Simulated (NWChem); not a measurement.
## One site exchanged: F, I, Br, Cl

Each species was optimised at PBE0/def2-SVP with NWChem, gas phase unless a solvent is named. This build's default masses of Se (78.918 u) and Br (79.917 u) are each other's, which moves their modes by up to 0.6 %. Some are not confirmed as minima by frequencies. def2 effective core potentials on I; no spin-orbit coupling.

A: FB(F)F (BF3)
B: IB(F)F (BIF2)
C: FB(F)Br (BBrF2)
D: B(F)(F)Cl (BClF₂)

| quantity | A (F) | B (I) | C (Br) | D (Cl) |
|---|---|---|---|---|
| Pauling electronegativity of the site (pymatgen's table) | 3.98 | 2.66 | 2.96 | 3.16 |
| electrons in the molecule | 32 | 76 | 58 | 40 |
| dipole (D), PBE0/def2-SVP | 0.01 | 0.24 | 0.20 | 0.19 |
| orbital gap (eV), PBE0/def2-SVP | 12.97 | 7.56 | 8.73 | 9.79 |
| vertical ionisation energy, ΔSCF, PBE/def2-SVP (eV) | 14.27 | 10.45 | 11.55 | 12.37 |
| vertical ionisation energy, ΔSCF, B3LYP/def2-SVP (eV) | 15.07 | 10.62 | 11.80 | 12.72 |
| static polarisability, B3LYP/def2-SVPD (bohr³) | 16.0 | 48.4 | 35.6 | 28.5 |
| lowest singlet excitation, B3LYP/def2-SVPD, TDA (eV) | 10.52 | 5.65 | 6.66 | 7.58 |

“Dipole (D), PBE0/def2-SVP” runs from 0.01 in A (F) to 0.24 in B (I). “Orbital gap (eV), PBE0/def2-SVP” runs from 7.56 in B (I) to 12.97 in A (F), rising in step with the site's electronegativity. “Vertical ionisation energy, ΔSCF, PBE/def2-SVP (eV)” runs from 10.45 in B (I) to 14.27 in A (F), rising in step with the site's electronegativity. “Vertical ionisation energy, ΔSCF, B3LYP/def2-SVP (eV)” runs from 10.62 in B (I) to 15.07 in A (F), rising in step with the site's electronegativity. “Static polarisability, B3LYP/def2-SVPD (bohr³)” runs from 16.0 in A (F) to 48.4 in B (I), falling in step with the site's electronegativity. “Lowest singlet excitation, B3LYP/def2-SVPD, TDA (eV)” runs from 5.65 in B (I) to 10.52 in A (F), rising in step with the site's electronegativity. The order by orbital gap (eV) is the same as the order by lowest singlet excitation. The order by vertical ionisation energy is the reverse of the order by static polarisability.

These are trends among computed rows of three or four species; they are not measurements.
